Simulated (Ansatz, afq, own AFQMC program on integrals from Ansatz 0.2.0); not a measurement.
## Where AFQMC and coupled cluster stand for TiN, quartet

```yaml
atoms:
  - { symbol: Ti, position_ang: [0.0000, 0.0000, 0.0000] }
  - { symbol: N, position_ang: [0.0000, 0.0000, 1.5425] }
```

Basis def2-SVP. Noble-gas cores (and the filled d shells of Ga–Kr and In–Xe) are frozen. Ansatz 0.2.0 and our own AFQMC program on the same integrals; the CISD trial comes from CCSD amplitudes, and released means the phaseless constraint is let go. Error bars are statistical, one sigma. The metal's outer-core s and p shells are frozen, which shifts wave-function levels against functionals.

Determinant: UHF, the one that the program's search chose, which needn't be the lowest solution. The geometry is a PBE0/def2-TZVP stationary point of this or a neighbouring charge and spin state.

No full CI on the walks' own integrals is used here; CCSDT(Q) serves as the reference and is uncertain by about the last step of the cluster series.

Cautions: no relativity below Rb; outer-core shells of the metal frozen; another spin lies lower; raised T1 diagnostic (T1 0.042, weight of the determinant 0.88, largest double 0.08); (T) is large, 8 % of the CCSD correlation; the released energies have errors that jump between times, so the bars are unsure, so no released level is given (meV from the phaseless value at times in 1/Eh: -21 ± 4 at 0.60, -30 ± 4 at 1.20, -41 ± 4 at 2.00, -29 ± 9 at 3.00, -50 ± 14 at 4.20).

```
T1 diagnostic                               : 0.0423
weight of the determinant in the CISD state : 0.876
⟨S²⟩ of the determinant                     : 3.767
size of the correlated space                : 9 electrons in 35 orbitals
```

Reference: CCSDT(Q), correlation energy -6.594 eV.

```json
{"level": "HF", "E − E(reference) (mEh)": "242.32", "share of correlation (%)": "0.00"}
{"level": "MP2", "E − E(reference) (mEh)": "24.23", "share of correlation (%)": "90.00"}
{"level": "CCSD", "E − E(reference) (mEh)": "18.81", "share of correlation (%)": "92.24"}
{"level": "CCSD(T)", "E − E(reference) (mEh)": "1.99", "share of correlation (%)": "99.18"}
{"level": "CCSDT", "E − E(reference) (mEh)": "1.04", "share of correlation (%)": "99.57"}
{"level": "ph-AFQMC/CISD", "E − E(reference) (mEh)": "2.38 ± 0.13", "share of correlation (%)": "99.02"}
```

A walk keeps the symmetry of its determinant, which the program's search chose and which needn't be the lowest solution, so a lower state of the same spin and another symmetry isn't excluded.
